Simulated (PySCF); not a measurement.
# Basis-set dependence of LiC⁺ at CCSD

PySCF, UHF reference; triplet, unpaired electrons σ ↑, π ↑; De to Li⁺ + C without counterpoise correction. Frozen cores follow the default of each basis and core potential.

```tsv
basis	relativity	functions	Re (Å)	ωe (cm⁻¹)	De (eV)	frozen orbitals
STO-3G	no relativity	10	2.155	504	1.63	1
def2-SVPD	no relativity	32	2.355	303	0.45	1
aug-pcseg-1	no relativity	36	2.414	279	0.41	1
```

Q: How does each smaller set differ from the one with most functions, aug-pcseg-1?

A: STO-3G: -25.9 pm, +80.6 % in ωe, +1.22 eV in De; def2-SVPD: -5.9 pm, +8.6 % in ωe, +0.04 eV in De. All at CCSD; the set with most functions is neither the basis-set limit nor always the best.

Correlated steps freeze 1 core orbital. Correlated levels converge slowly with the basis: in double zeta they bind strong bonds too weakly, by up to about 1 eV, and carry superposition errors of some tenths. For an ion De counts to the pair picked by the measured ionisation energies or electron affinities, which need not be the lowest pair at this level. STO-3G is very small, so such numbers show the basis as much as the molecule. The state is the lowest determinant that a PBE0 search found; another state may lie lower at other levels.
